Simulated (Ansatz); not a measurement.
Members of the series CXY, Y = H; each row names its spin state. Gas-phase values, no solvent. One relaxed conformer stands for each flexible species; it need not be the lowest. Strings in code marks are SMILES.

Quantity: adiabatic spin-state energy, in kcal/mol. The DFT solution of `[CH]Cl`, `[CH2]` and `[CH]F` is unstable or spin-contaminated; the geometry comes from it. HF references are unrestricted for open shells and restricted for singlets. The restricted reference of `[CH2]`, `[CH]F` and `[CH]Cl` is unstable towards unrestricted orbitals.

A: `[CH]Cl`: multiplicity 3 minus multiplicity 1
B: `[CH2]`: multiplicity 3 minus multiplicity 1
C: `[CH]F`: multiplicity 3 minus multiplicity 1

### Question
Rank these by adiabatic spin-state energy (lowest first), as composite: frozen-core CCSD(T) with HF/cc-pV5Z and the correlation energy extrapolated as X^-3 from cc-pVQZ and cc-pV5Z, plus CCSDT(Q) minus CCSD(T) in cc-pVDZ // PBE0-D3(BJ)/def2-TZVP (Ansatz, an electronic-structure program) gives it.

### Answer
B (-8.99 kcal/mol), A (6.43 kcal/mol), C (15.1 kcal/mol)
